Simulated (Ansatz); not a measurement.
in.yaml

```yaml
crystal:
  periodic: [false, false, false]
  atoms:
    - {symbol: Si, position_ang: [0.000000, 0.000000, 0.132156]}
    - {symbol: C, position_ang: [0.000000, 0.000000, -1.763844]}
    - {symbol: H, position_ang: [0.000000, 0.000000, 1.631689]}
basis:
  gaussian: {orbitals: 6-31G}
magnetization: {spin_polarized: true, initial_magnetization: 1}
correlation: {method: ccsdt_q_b, electrons: outside_noble_gas}
scf: {omitted_lower_state_checks: [cluster_reference]}
output: {forces: true}
```

```sh
$ ansatz run in.yaml --threads 1 --pin off --events-out ev --progress --plain --max-ram 2393MiB
```

Log:

```
these checks for a lower state are left out or cut short: cluster_reference
502 factors; integrals over basis functions are off by at most 6.3e-8 eV
mean field evaluation 1: about -8898.8097 eV, gradient 9.4e0 eV
mean field evaluation 2: about -8898.8117 eV, gradient 9.4e0 eV
mean field evaluation 4: about -8899.5784 eV, gradient 1.4e0 eV
mean field evaluation 8: about -8899.6082 eV, gradient 4.2e-1 eV
mean field evaluation 16: about -8900.3668 eV, gradient 1.6e-6 eV
mean field evaluation 32: about -8900.4059 eV, gradient 3.8e-1 eV
mean field evaluation 64: about -8900.3667 eV, gradient 3.3e-2 eV
mean field evaluation 96: about -8896.3585 eV, gradient 1.3e1 eV
mean field evaluation 128: about -8898.7434 eV, gradient 9.4e-1 eV
mean field evaluation 160: about -8899.6116 eV, gradient 2.0e-1 eV
...
cycle  18  -3.36048476 eV  change   -4.6e-5 eV  update   4.6e-5
cycle  19  -3.36049281 eV  change   -8.0e-6 eV  update   2.4e-5
cycle  20  -3.36050691 eV  change   -1.4e-5 eV  update   1.2e-5
cycle  21  -3.36051257 eV  change   -5.7e-6 eV  update   7.5e-6
cycle  22  -3.36051676 eV  change   -4.2e-6 eV  update   4.4e-6
cycle  23  -3.36052339 eV  change   -6.6e-6 eV  update   2.6e-6
cycle  24  -3.36052756 eV  change   -4.2e-6 eV  update   1.6e-6
cycle  25  -3.36052960 eV  change   -2.0e-6 eV  update   1.0e-6
cycle  26  -3.36053019 eV  change   -5.9e-7 eV  update   6.0e-7
cycle  27  -3.36053009 eV  change    1.1e-7 eV  update   3.8e-7
perturbative correction -0.03985319 eV, -0.0014645775 hartree
WARN: in the space of 8 natural orbitals, full CI finds another state of this spin 0.406 eV below this run's state, or below the method's energy where it doesn't find this run's state
the calculation of the forces begins
Total energy: -8904.01934204 eV, -327.2166754588 hartree
Atom 0 at     0.000000     0.000000     0.132156 Å, force     0.000000    -0.000000    -4.866779 eV/Å
Atom 1 at     0.000000     0.000000    -1.763844 Å, force    -0.000000     0.000000     4.871077 eV/Å
Atom 2 at     0.000000     0.000000     1.631689 Å, force    -0.000000     0.000000    -0.004298 eV/Å
Dipole moment:    -0.000000     0.000000     0.401161 e Å
Checks for a lower state left out: cluster_reference
```

Forces (eV/Å):
```
Si   0.000  0.000 -4.867
C    0.000  0.000  4.871
H    0.000  0.000 -0.004
```

Ran on 1 thread of Arm Neoverse V1, shared host: 16 s wall, 0.18 GiB peak host memory.
